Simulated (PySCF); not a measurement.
**Dipole moment and polarisability of `C[C@@H](F)C#N`**

C₃H₄FN.
Geometry (GFN2-xTB, Å), atoms numbered from 1 in this order:
```xyz
9
C3H4FN angstrom
C     -0.9739   -0.2990    0.0173
C      0.2977    0.5431    0.0001
F      0.4078    1.2462    1.1840
C      1.4706   -0.3002   -0.1743
N      2.3775   -0.9777   -0.3205
H     -1.8359    0.3486    0.1597
H     -0.9316   -1.0160    0.8346
H     -1.0755   -0.8344   -0.9229
H      0.2769    1.2955   -0.8033
```

Level: CAM-B3LYP/def2-SVPD (PySCF), static field, nuclei fixed, core orbitals frozen in the response. The polarisability tensor in these axes (au):

```
x   47.56 -5.24 -1.73
y   -5.24 39.59  1.91
z   -1.73  1.91 35.42
```

Problem. Diagonalise the tensor; give its mean and Δα, where Δα² is half the sum of the squared differences of the eigenvalues.

Solution. Principal values 34.67, 37.36 and 50.54 au; mean 40.86 au = 6.05 Å³ = 6.74 × 10⁻⁴⁰ C²·m²/J; Δα = 14.71 au (36 % of the mean).

Problem. What is the dipole moment, and where does it point?

Solution. (-3.35, 0.88, -1.13) D, 3.64 D in size, pointing from the negative to the positive side. Measured along this direction, the outermost atoms are N5 at the negative end and H6 at the positive end.

Problem. Molar refractivity from α?

Solution. Lorentz–Lorenz: R = (4π/3)N_A α = 2.5225 cm³/(mol·Å³) × 6.05 Å³ = 15.3 cm³/mol, in the limit of long wavelengths.

Problem. What are the principal values of the traceless quadrupole moment, Θ = ½Σq(3rr − r²1), about the centre of nuclear charge?

Solution. -9.24, 3.11, 6.13 D·Å. The values depend on the origin, since the dipole doesn't vanish. The electronic extent ⟨r²⟩ about the same centre is 408 bohr², a root-mean-square distance of 1.73 Å for the 38 electrons.

Problem. What depolarisation ratio follows for Rayleigh scattering of linearly polarised light, taking the static tensor?

Solution. ρ = 3Δα²/(45ᾱ² + 4Δα²) = 648.9/(75114 + 865.2) = 0.00854.

Problem. Find the Langevin capture rate constant for H3+ (3.023 u) meeting this molecule (73.033 u), k = 2.342 × 10⁻⁹ cm³/s × √(α in Å³ / reduced mass in u).

Solution. The reduced mass is 2.90 u, so k = 3.38 × 10⁻⁹ cm³/s. The formula leaves out the permanent dipole, which adds to the capture rate.

Geometry: GFN2-xTB; no solvent, vibrations or thermal averaging.

The run behind these numbers computed excited states as well. Hardware: one thread of an Intel Xeon at 2.50 GHz, shared host with 64 logical CPUs at a one-minute load of 55. Cost: 46 s wall, 29 s CPU, 0.54 GiB resident at most.
